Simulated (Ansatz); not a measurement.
Geometry optimisation, RKS PBE0/def2-SVP in Ansatz 0.2.0.

The input (input.yaml):

```yaml
crystal:
  periodic: [false, false, false]
  atoms:
    - { symbol: Si, position_ang: [0.0, 0.0, 0.0] }
    - { symbol: H, position_ang: [0.0, 0.0, 1.81] }
    - { symbol: H, position_ang: [1.3768, 0.0, -0.4862] }
    - { symbol: "N", position_ang: [-0.8572, 1.4851, -0.6061] }
    - { symbol: H, position_ang: [-1.8773, 1.43, -0.8888] }
    - { symbol: H, position_ang: [-0.3367, 2.4058, -0.6766] }
    - { symbol: H, position_ang: [-0.6877, -1.1914, -0.4862] }
    - { symbol: O, position_ang: [-1.879, 0.0, 0.6243] }
    - { symbol: H, position_ang: [-2.4241, -0.6297, 0.053] }
    - { symbol: H, position_ang: [-0.9605, 0.0, 1.7351] }
basis:
  gaussian: { orbitals: def2-SVP }
hamiltonian:
  xc: pbe0
relax:
  f_tol: 0.15
  max_steps: 25
  restrain:
    - { distance: [0, 7], at: 1.68, k: 30.0 }
    - { distance: [9, 1], at: 0.66, k: 30.0 }
    - { distance: [0, 1], at: 2.66, k: 30.0 }
    - { distance: [9, 7], at: 2.21, k: 30.0 }
output:
  orbitals: {}
```

Launched with:

```bash
$ ansatz run input.yaml --threads 1 --pin off --max-ram 2048MiB --backend cpu --events-out ev --progress --plain --runs-dir out
```

Task: Where does it end, and by what steps?

Result: It converged. The restraints hold the end off the free minimum; the threshold counts their pulls, which the force column leaves out. Restrained pairs: Si1–O8 (1.98 → 1.68 Å), H2–H10 (0.96 → 0.72 Å), Si1–H2 (1.81 → 2.67 Å), O8–H10 (1.44 → 2.22 Å). After 13 steps the energy has fallen by 4.604 eV (the restraints' own energy left out); H7 moved furthest, 1.25 Å.

```json
{"step": "0", "energy less start (eV)": "0.0000", "largest force component (eV/Å)": "5.468", "accepted": "yes"}
{"step": "1", "energy less start (eV)": "-0.7792", "largest force component (eV/Å)": "4.449", "accepted": "yes"}
{"step": "2", "energy less start (eV)": "-1.4160", "largest force component (eV/Å)": "3.190", "accepted": "yes"}
{"step": "3", "energy less start (eV)": "-2.7331", "largest force component (eV/Å)": "2.285", "accepted": "yes"}
{"step": "4", "energy less start (eV)": "-3.4631", "largest force component (eV/Å)": "1.875", "accepted": "yes"}
{"step": "5", "energy less start (eV)": "-3.9429", "largest force component (eV/Å)": "1.450", "accepted": "yes"}
{"step": "6", "energy less start (eV)": "-4.2791", "largest force component (eV/Å)": "1.272", "accepted": "yes"}
{"step": "7", "energy less start (eV)": "-4.4399", "largest force component (eV/Å)": "1.521", "accepted": "yes"}
{"step": "8", "energy less start (eV)": "-4.5007", "largest force component (eV/Å)": "1.614", "accepted": "yes"}
{"step": "9", "energy less start (eV)": "-4.5479", "largest force component (eV/Å)": "1.335", "accepted": "yes"}
{"step": "10", "energy less start (eV)": "-4.5737", "largest force component (eV/Å)": "1.523", "accepted": "yes"}
{"step": "11", "energy less start (eV)": "-4.5783", "largest force component (eV/Å)": "1.288", "accepted": "yes"}
{"step": "12", "energy less start (eV)": "-4.5942", "largest force component (eV/Å)": "1.152", "accepted": "yes"}
{"step": "13", "energy less start (eV)": "-4.6040", "largest force component (eV/Å)": "1.493", "accepted": "yes"}
```

```xyz
10
Properties=species:S:1:pos:R:3
Si -0.610 -0.123 -0.414
H -0.005 0.792 2.021
H 0.779 -0.404 0.042
N -0.688 1.557 -0.742
H -1.476 1.991 -1.207
H -0.135 2.231 -0.226
H -0.911 -0.879 -1.675
O -1.744 -0.680 0.692
H -2.265 -1.415 0.365
H -0.590 0.429 2.224
```

The run took 21 s on 1 thread of AMD EPYC 9R45 96-Core Processor (Zen 5), on a shared host, peak memory 0.16 GiB.
